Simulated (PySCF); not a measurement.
Compound: BClH₃N.
Cartesian coordinates in Å at the PBE0-D3(BJ)/def2-SVP level; atoms count from 1:
```xyz
6
BClH3N angstrom
N      0.1194   -0.4872   -0.7311
B      1.4821   -0.2345   -0.7100
Cl     2.6271   -1.5698   -0.9283
H     -0.5672    0.2448   -0.6083
H     -0.2684   -1.4123   -0.8674
H      1.9096    0.8791   -0.5448
```

The species is `NBCl` (BClH3N).

Computed at PBE0/pcSseg-1 (PySCF, non-relativistic), with Q(14N) = 0.02044 b, Q(11B) = 0.04059 b, Q(35Cl) = −0.0817 b: N1, 14N (I = 1): χzz = -3.052 MHz, η = 0.597; B2, 11B (I = 3/2): χzz = 3.190 MHz, η = 0.798; Cl3, 35Cl (I = 3/2): χzz = -41.97 MHz, η = 0.393.

Problem. Where would the pure quadrupole (NQR) lines of 14N at N1 fall for the rigid, isolated species?

Solution. From ν± = (3/4)|χ|(1 ± η/3) and ν0 = |χ|η/2: ν+ 2.745 MHz, ν− 1.833 MHz, ν0 0.911 MHz (boron-bound nitrogen).

Problem. Where would the pure quadrupole (NQR) lines of 11B at B2 fall for the rigid, isolated species?

Solution. From ν = (|χ|/2)√(1 + η²/3): ν = 1.756 MHz (three-coordinate boron).

Problem. Find the zero-field quadrupole resonance frequencies of 35Cl at Cl3.

Solution. From ν = (|χ|/2)√(1 + η²/3): ν = 21.52 MHz (chlorine bonded to B). For 37Cl the ratio of quadrupole moments, 0.7881, gives 16.96 MHz.

In a crystal, neighbours and librations shift these lines. A larger basis could move these couplings by a tenth or more.
